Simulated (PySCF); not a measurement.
# Vibration and rotation of LiP

PBE0 constants of LiP, ³Σ⁻ (triplet), unpaired electrons π ↑↑ (PySCF, no relativity, basis sets Li def2-TZVP, P def2-TZVP; masses 7.0160 and 30.9738 u):

```
ωe           : 493.4 cm⁻¹
ωexe         : 3.45 cm⁻¹
Be           : 0.546 cm⁻¹
αe           : 0.00599 cm⁻¹
De to Li + P : 1.74 eV
```

Q: What force constant and bond length do these constants imply?

A: Reduced mass μred = 5.7203 u; k = 5.8918×10⁻⁷·μred·ωe² (u, cm⁻¹, mdyn/Å) = 0.820 mdyn/Å; Re = √(16.8576/(μred·Be)) (u, cm⁻¹, Å) = 2.323 Å.

Q: Estimate the centrifugal constant D from the Kratzer relation and find the Dunham coefficient a1.

A: D = 4Be³/ωe² = 2.67e-06 cm⁻¹; a1 = −1 − αeωe/(6Be²) = -2.65.

The state was picked by a PBE0 search and need not be the measured ground state.
